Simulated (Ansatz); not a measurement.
# CH₃ClSi (SMILES [SiH2]=CCl): functionals against CCSD(T) at one geometry

An exercise on one series of results from a longer session: the logs are not shown, and one member is left open.

Method: single points in def2-TZVPP; program: Ansatz 0.2.0, Gaussian basis.

Cores are frozen in the correlated methods.

**Starting geometry**

SMILES `[SiH2]=CCl`, 6 atoms, charge 0, spin multiplicity 1.

Atoms are counted from 1 here; the program's logs count them from 0.

Bond lengths: Si1–C2 1.483 Å, Si1–H4 1.703 Å, Si1–H5 1.682 Å, C2–Cl3 1.879 Å, C2–H6 1.075 Å. Angles: C2–Si1–H4 137.3°, C2–Si1–H5 117.8°, H4–Si1–H5 102.2°, Si1–C2–Cl3 120.6°, Si1–C2–H6 139.8°, Cl3–C2–H6 99.6°.

As a file:

```
Si   -0.4618    0.0536   -0.4586
C     0.6014    0.0526    0.5747
Cl    0.8564   -1.4439    1.6812
H    -1.4819   -1.0868   -1.2053
H    -0.4807    1.3226   -1.5626
H     1.3864    0.6858    0.9460
```

The first run:

The input, run/in.yaml:

```yaml
crystal:
  periodic: [false, false, false]
  atoms:
    - {symbol: Si, position_ang: [-0.461800, 0.053600, -0.458600]}
    - {symbol: C, position_ang: [0.601400, 0.052600, 0.574700]}
    - {symbol: Cl, position_ang: [0.856400, -1.443900, 1.681200]}
    - {symbol: H, position_ang: [-1.481900, -1.086800, -1.205300]}
    - {symbol: H, position_ang: [-0.480700, 1.322600, -1.562600]}
    - {symbol: H, position_ang: [1.386400, 0.685800, 0.946000]}
basis:
  gaussian: {orbitals: def2-TZVPP}
correlation: {method: ccsd_t}
output: {forces: true}
```

No record of the launch command was kept for these runs.

Steps of the session up to this table: CCSD(T)/def2-TZVPP; PBE0-D4/def2-TZVPP; wB97M-V/def2-TZVPP; r2SCAN-D4/def2-TZVPP; PBE-D4/def2-TZVPP; r2SCAN0-D4/def2-TZVPP; r2SCANh-D4/def2-TZVPP.

One table of the session follows, with a row left open; its other results are not shown here.

```
    method  RMS force component (eV/Å)  angle to CCSD(T) forces (°)  dipole (D)
   CCSD(T)                       5.369                    reference        1.55
   PBE0-D4                       5.177                          1.3        1.66
   wB97M-V                       5.171                          1.2        1.67
 r2SCAN-D4                       5.174                          0.4        1.57
    PBE-D4                           ?                            ?           ?
r2SCAN0-D4                       5.195                          1.4        1.74
r2SCANh-D4                       5.182                          0.7        1.64
```

**Question.** Estimate the row for PBE-D4.

The run gave: RMS force component (eV/Å): 5.142; angle to CCSD(T) forces (°): 1.2; dipole (D): 1.44. In the column «RMS force component (eV/Å)» it is the lowest.
